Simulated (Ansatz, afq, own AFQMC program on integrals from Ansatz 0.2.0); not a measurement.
## BHF, doublet: AFQMC among the cluster methods

```xyz
3

F     1.3243    0.2605   -0.4385
B     0.1686   -0.0758    0.0557
H     0.0806   -0.8454    0.9957
```

Connectivity, by distances: F–BH.

Basis def2-TZVP. Only valence electrons are correlated. Integrals, coupled cluster, full CI and functionals: Ansatz 0.2.0; the random walks run on the same integrals in our own AFQMC program. ph-AFQMC/CISD is guided by a CISD state made of CCSD amplitudes; releasing the constraint for a short imaginary time cuts its bias at the price of noise, slowly where states lie close. Uncertainties: one standard error, sampling alone.

Determinant: UHF, the one that the program's search chose, which needn't be the lowest solution. The geometry is a PBE0/def2-SVP stationary point of this or a neighbouring charge and spin state.

No full CI on the walks' own integrals is used here; CCSDT(Q) serves as the reference and is uncertain by about the last step of the cluster series.

Cautions: the ph-AFQMC/CISD walk drifts between its halves (2.1 errors).

```
T1 diagnostic                               : 0.0165
weight of the determinant in the CISD state : 0.918
⟨S²⟩ of the determinant                     : 0.753
size of the correlated space                : 11 electrons in 66 orbitals
```

Reference: CCSDT(Q), correlation energy -9.381 eV. The released energy is read at 2.40 1/Eh (meV from the phaseless value at times in 1/Eh: -4 ± 3 at 0.24, -1 ± 4 at 0.51, -3 ± 4 at 0.99, -2 ± 6 at 1.62, -7 ± 5 at 2.40).

```
         level  E − E(reference) (kcal/mol)  share of correlation (%)
            HF                       216.32                      0.00
           MP2                        13.78                     93.63
          CCSD                         6.60                     96.95
       CCSD(T)                         0.50                     99.77
         CCSDT                         0.23                     99.89
 ph-AFQMC/CISD                  0.04 ± 0.10                     99.98
released AFQMC                 -0.13 ± 0.11                    100.06
```

A walk keeps the symmetry of its determinant, which the program's search chose and which needn't be the lowest solution, so a lower state of the same spin and another symmetry isn't excluded. Released energies are given only where the last usable release times agree within the noise; a slower fall can still hide under it.
